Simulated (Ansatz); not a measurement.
Ansatz (an electronic-structure program) input (HF/3-21G): The .json file is the Basis Set Exchange's 3-21G.

Ansatz 0.2 input:
```yaml
crystal:
  periodic: [false, false, false]
  atoms:
    - {symbol: O, position_ang: [0.44187469, 1.33485861, 0.12974526]}
    - {symbol: C, position_ang: [-0.05433681, 0.28429606, 0.03240259]}
    - {symbol: N, position_ang: [1.01706973, -0.94595571, -0.13354246]}
    - {symbol: C, position_ang: [-1.45221658, -0.19963021, 0.02418072]}
    - {symbol: H, position_ang: [0.82672373, -1.72574334, 0.50046318]}
    - {symbol: H, position_ang: [-2.11892134, 0.65910120, 0.05169695]}
    - {symbol: H, position_ang: [-1.64770358, -0.79921607, -0.86796571]}
    - {symbol: H, position_ang: [-1.63131075, -0.83031322, 0.89974415]}
    - {symbol: H, position_ang: [1.94584384, -0.56465997, 0.06579244]}
    - {symbol: H, position_ang: [1.01020268, -1.30434259, -1.09239559]}
basis:
  gaussian:
    orbitals: 3-21G.json
hamiltonian:
  xc: {name: HF}
total_charge: 1
relax: {f_tol: 0.003, max_steps: 120}
```

Task: Predict the final energy.

Result: -207.14170 Eh.
